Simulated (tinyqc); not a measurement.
Inside a calculation. Method: harmonic frequencies on the UHF/sto-6g surface (energies and gradients from PySCF), for NH, spin multiplicity 3. One step of it, computed by the program tinyqc.

Problem. One row of the Hessian: 2Hz. Displace 2Hz by +/-0.002 bohr; H(k, :) = (g(+) - g(-)) / (2 delta).

optimised positions (bohr):
```
,x,y,z
1N,0.000000,0.000000,-0.018829
2H,0.000000,0.000000,2.020049
```

gradient at +delta (hartree/bohr):
```
,x,y,z
1N,0.00000000,0.00000000,-0.00089079
2H,0.00000000,0.00000000,0.00089079
```

gradient at -delta (hartree/bohr):
```
,x,y,z
1N,0.00000000,0.00000000,0.00093564
2H,0.00000000,0.00000000,-0.00093564
```

Give: row of the Hessian.

Solution.

row of the Hessian (hartree/bohr^2): 1Nx 0.000000, 1Ny 0.000000, 1Nz -0.456607, 2Hx 0.000000, 2Hy 0.000000, 2Hz 0.456607
